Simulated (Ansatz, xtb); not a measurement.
Potential energy curve for LiH, singlet.

Levels of theory: GFN1-xTB (xtb); UKS-B3LYP = unrestricted B3LYP/cc-pVQZ (Ansatz, a quantum-chemistry and plane-wave program); RCCSD(T) = CCSD(T) on RHF/cc-pVQZ, frozen core (Ansatz); UCCSD = CCSD on UHF/cc-pVQZ, frozen core run with Ansatz; RKS-B3LYP = restricted B3LYP/cc-pVQZ (Ansatz).

Energies are in kJ/mol, each relative to the lowest point of its own curve near equilibrium.

```csv
R / Å,GFN1-xTB,UKS-B3LYP,RCCSD(T),UCCSD,RKS-B3LYP
1.22,23.4,68.5,74.9,74.9,68.5
1.26,14.7,51.5,56.9,56.9,51.5
1.35,3.4,24.0,27.6,27.6,24.0
1.45,0.0,7.1,9.1,9.1,7.1
1.52,1.3,1.6,2.5,2.5,1.6
1.54,2.1,0.8,1.5,1.5,0.8
1.60,5.4,0.0,0.0,0.0,0.0
1.66,9.9,1.4,0.8,0.8,1.4
1.69,12.6,2.8,1.9,1.9,2.8
1.73,16.4,5.2,4.0,4.0,5.2
1.85,30.3,15.7,13.6,13.6,15.7
1.99,50.0,32.4,29.2,29.2,32.4
2.16,76.5,56.0,51.5,51.5,56.0
2.40,115.7,91.2,85.0,85.1,91.2
2.64,156.8,125.5,117.6,117.7,125.5
2.91,204.5,159.2,150.5,150.7,160.8
3.14,245.4,180.2,174.4,174.6,187.5
3.54,313.5,205.4,205.5,205.6,226.6
3.88,365.1,219.1,221.7,221.7,252.9
4.29,416.0,229.9,231.8,231.8,277.8
4.70,—,236.6,236.3,236.3,296.7
5.48,—,243.1,239.0,239.0,320.9
6.35,—,245.0,239.5,239.5,336.7
```

A dash means that the run gave no value there, or that the column was ended at a point which the program doubted or which failed a test of continuity chosen for this set; such a test can also cut sound points.

The unrestricted determinant behind UKS-B3LYP is spin-contaminated at 2.91 to 6.35 Å (<S²> up to 1.0, against 0.00 for a pure singlet). With two correlated electrons CCSD is exact in the basis where it finds the lowest root (RCCSD(T), UCCSD). The unrestricted determinant behind UCCSD is spin-contaminated at 2.40 to 6.35 Å (<S²> up to 1.0, against 0.00 for a pure singlet). The restricted form behind RKS-B3LYP keeps the bonding electrons paired and can't separate into open-shell fragments.
